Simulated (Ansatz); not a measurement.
Relative stability

Two isomers of C2H4N (charge +1), closed shell, relaxed at PBE0-D4/def2-TZVP (vibrations not checked).

A:

```
7
angstrom
C -0.7045 0.5325 -0.2854
C 0.3790 -0.2865 0.1535
N 1.2422 -0.9389 0.5033
H -1.5038 -0.1096 -0.6687
H -0.3489 1.1992 -1.0774
H -1.0719 1.1210 0.5612
H 2.0079 -1.5177 0.8135
```

B:

| atom | x (Å) | y (Å) | z (Å) |
| --- | --- | --- | --- |
| C1 | -1.0282 | -0.0171 | -0.1909 |
| C2 | 0.1500 | -0.2055 | 0.2653 |
| N3 | 1.3046 | -0.3899 | 0.7122 |
| H4 | -1.4385 | -0.6888 | -0.9428 |
| H5 | -1.6287 | 0.8160 | 0.1696 |
| H6 | 1.4708 | -0.9741 | 1.5313 |
| H7 | 2.1194 | 0.0378 | 0.2732 |

Ansatz 0.2.0; basis: def2-TZVPP; cores frozen in the correlated methods. B3LYP uses VWN-RPA correlation.

Problem. Which structure is lower at CCSD(T), and by how much? (An estimate is asked for; the value comes from the calculation.)

Solution. The calculation gives: A, by 0.666 eV (electronic energy, against the other). By their contacts, A is C₂H₄N ([CH3][C][NH]), total charge +1 and B is C₂H₄N ([CH2][C][NH2]), total charge +1.

All methods give the same order:

```csv
method,E(B) − E(A) (eV)
PBE-D4,0.479
r2SCAN-D4,0.521
PBE0-D4,0.516
B3LYP-D4,0.510
wB97M-V,0.556
HF,0.627
MP2,0.840
CCSD,0.661
CCSD(T),0.666
```

No T1 diagnostic of these runs exceeds 0.016.

Labels in which every atom is bracketed show which atoms are joined, not bond orders.
